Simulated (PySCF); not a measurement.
C₃H₄, SMILES C#CC, B3LYP/def2-SVP optimised geometry.

```
7

C     -0.29    -0.16     0.00
C     -0.81    -0.89     1.15
C     -1.25    -1.48     2.11
H     -0.62     0.89     0.00
H     -0.62    -0.62    -0.94
H      0.81    -0.16     0.00
H     -1.64    -2.02     2.96
```

Density from B3LYP/def2-TZVP run with PySCF at that geometry.

Minimum of the electron density along straight lines between bonded atoms, close to the bond critical point (lines longer than 1.1 times the sum of covalent radii, or with two minima, are not listed):

```json
[
 {"bond": "C1–C2", "length / Å": "1.459", "ρ at the minimum / e bohr⁻³": "0.271", "∇²ρ there / e bohr⁻⁵": "-0.75", "position (fraction from the first atom)": "0.47"},
 {"bond": "C2–C3", "length / Å": "1.211", "ρ at the minimum / e bohr⁻³": "0.411", "∇²ρ there / e bohr⁻⁵": "-1.15", "position (fraction from the first atom)": "0.52"},
 {"bond": "C1–H4", "length / Å": "1.102", "ρ at the minimum / e bohr⁻³": "0.272", "∇²ρ there / e bohr⁻⁵": "-0.92", "position (fraction from the first atom)": "0.64"},
 {"bond": "C1–H5", "length / Å": "1.102", "ρ at the minimum / e bohr⁻³": "0.272", "∇²ρ there / e bohr⁻⁵": "-0.92", "position (fraction from the first atom)": "0.64"},
 {"bond": "C1–H6", "length / Å": "1.102", "ρ at the minimum / e bohr⁻³": "0.272", "∇²ρ there / e bohr⁻⁵": "-0.92", "position (fraction from the first atom)": "0.64"},
 {"bond": "C3–H7", "length / Å": "1.073", "ρ at the minimum / e bohr⁻³": "0.285", "∇²ρ there / e bohr⁻⁵": "-1.04", "position (fraction from the first atom)": "0.66"}
]
```
